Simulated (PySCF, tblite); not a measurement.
# carbon disulfide and water

A gas-phase complex of carbon disulfide and water; neutral, singlet. The structure comes from a short search (6 tight-binding starts) and was relaxed by PBE0-D3(BJ)/def2-TZVPD; another way of binding may lie lower. No frequency run checks that it is a minimum.

```json
{"part": "1", "name": "carbon disulfide", "SMILES": "S=C=S", "atoms": "1–3", "charge": "0", "multiplicity": "1"}
{"part": "2", "name": "water", "SMILES": "O", "atoms": "4–6", "charge": "0", "multiplicity": "1"}
```

Coordinates in Å:
```
S1     -1.369    0.058   -0.039
C2      0.164   -0.065    0.094
S3      1.707   -0.189    0.226
O4      1.165    1.810   -2.757
H5      1.523    1.354   -1.990
H6      1.874    2.383   -3.058
```

```json
{"contact": "H5···S3", "kind (by geometry)": "hydrogen bond", "distance (Å)": "2.707", "angle (°)": "162"}
```

Interaction energies are complex less parts, with the parts frozen as they stand in it; counterpoise-corrected, in kcal/mol (PySCF). The CCSD(T) estimate is Hartree-Fock/aug-cc-pVQZ, plus the MP2 correlation part extrapolated as X⁻³ from aug-cc-pVTZ and aug-cc-pVQZ, plus CCSD(T) less MP2 in aug-cc-pVDZ; noble-gas cores are frozen. It isn't the exact limit.

| level | interaction | superposition error removed |
| --- | --- | --- |
| Hartree-Fock/aug-cc-pVQZ | 0.45 | - |
| wB97M-D3(BJ)/def2-TZVPD | -1.31 | -0.04 |
| PBE0-D3(BJ)/def2-TZVPD | -1.43 | -0.04 |
| MP2/aug-cc-pVQZ | -1.46 | -0.22 |

Task: What does CCSD(T) at its estimated basis limit give, and which of these levels comes nearest?

Result: -1.37 kcal/mol. wB97M-D3(BJ)/def2-TZVPD and PBE0-D3(BJ)/def2-TZVPD and MP2/aug-cc-pVQZ come equally near, within the error of the estimate; the errors are Hartree-Fock/aug-cc-pVQZ +1.82, wB97M-D3(BJ)/def2-TZVPD +0.06, PBE0-D3(BJ)/def2-TZVPD -0.07, MP2/aug-cc-pVQZ -0.09.

Task: What holds them together? Decompose the wB97M-D3(BJ)/def2-TZVPD energy: frozen parts, their antisymmetrised product, then relaxation.

Result: electrostatic -1.0, Pauli repulsion +1.7, orbital relaxation -1.1, dispersion correction -0.9 kcal/mol, which sum to the value before the counterpoise correction; the Pauli term holds the exchange-correlation of the frozen density too. Of the attraction, 37 % is orbital relaxation, 32 % is electrostatic, 31 % is dispersion correction.

The parts were also relaxed and run alone, at the levels used for the complex: shieldings by PBE0/pcSseg-2; core levels by delta-SCF with SCAN, pcX-2 on the ionised atom and pcseg-1 elsewhere, spin-free X2C (2p3/2 is the spin-free 2p value less a third of a first-order spin-orbit splitting).

Values alone: O4–H5 bond (Å): 0.960; shielding of H5 (ppm): 30.89; shielding of S3 (ppm): 513.0; shielding of O4 (ppm): 329.1; S3 2p3/2 core level (eV): 170.17; O4 1s core level (eV): 539.76.

Task: What does binding change?

Result: 
```tsv
property	alone	in the complex	change
O4–H5 bond (Å)	0.960	0.962	+0.002
shielding of H5 (ppm)	30.89	30.05	-0.84
shielding of S3 (ppm)	513.0	519.9	+6.9
shielding of O4 (ppm)	329.1	324.9	-4.2
S3 2p3/2 core level (eV)	170.17	170.26	+0.09
O4 1s core level (eV)	539.76	539.32	-0.44
```
